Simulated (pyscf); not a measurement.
Single points on ωB97X-D3(BJ)/def2-SVP structures (PySCF, gas phase).

Task: Estimate by transition-state theory the rate constant of CH₄ (SMILES C) + H₃C–B(CH₃)–Cl (SMILES CB(C)Cl) -> H₃C–B(CH₃)–CH₃ (SMILES CB(C)C) + HCl (SMILES Cl) (singlet surface; C–H, B–Cl broken, B–C, Cl–H formed) at 600 K, with ωB97M-D3(BJ)/def2-TZVP energies (ideal gas, 1 atm, RRHO with modes under 100 cm⁻¹ raised to 100, one conformer, R ln 2 for chiral ones without a mode under 150 cm⁻¹; no tunnelling).

Result: The electronic barrier is 43.5 kcal/mol and the thermal terms add +20.9, so ΔG‡ = 64.4 kcal/mol. With k_BT/h = 1.25e+13 s⁻¹ and RT = 1.192 kcal/mol, and a volume of 8.18e-20 cm³ per molecule at 1 atm, k = 3.5e-30 cm³ molecule⁻¹ s⁻¹. Wigner's tunnelling factor for 996i cm⁻¹ would be 1.24. A shift of 1 kcal/mol in the barrier changes k by a factor 2.3. This is the saddle that the search found; another between the same sides may lie lower.
